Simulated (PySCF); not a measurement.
Ionisation energy of Be by level of theory

Be [He] 2s2 (1S) → Be⁺ [He] 2s1 (2S), as a difference of total energies. Calculation: PySCF 2.14, in x2c-SVPall (3s2p, 9 functions); the spin-free X2C one-electron Hamiltonian (Gaussian nucleus). Correlated levels: valence: 1s2 frozen. The calculations carry no spin-orbit coupling.

```tsv
method	ionisation energy (eV)
UHF	7.970
MN15	8.872
r2SCAN	8.740
MP2 (valence)	8.569
SCS-MP2 (valence)	8.689
CCSD (valence)	9.172
```

Errors of the correlated levels include the incompleteness of this basis and the frozen core.

With two correlated electrons CCSD is exact in that space.

The coupled-cluster amplitudes are large for Be (T1 above 0.03 or a double amplitude above 0.15), so a single reference is strained.

Task: Which method comes closest to the reference value, and which is furthest?

Result: The reference is 9.323 eV (measured; NIST Atomic Spectra Database, ionization energies). Closest: CCSD (valence) (error -0.151 eV); furthest: UHF (error -1.353 eV).
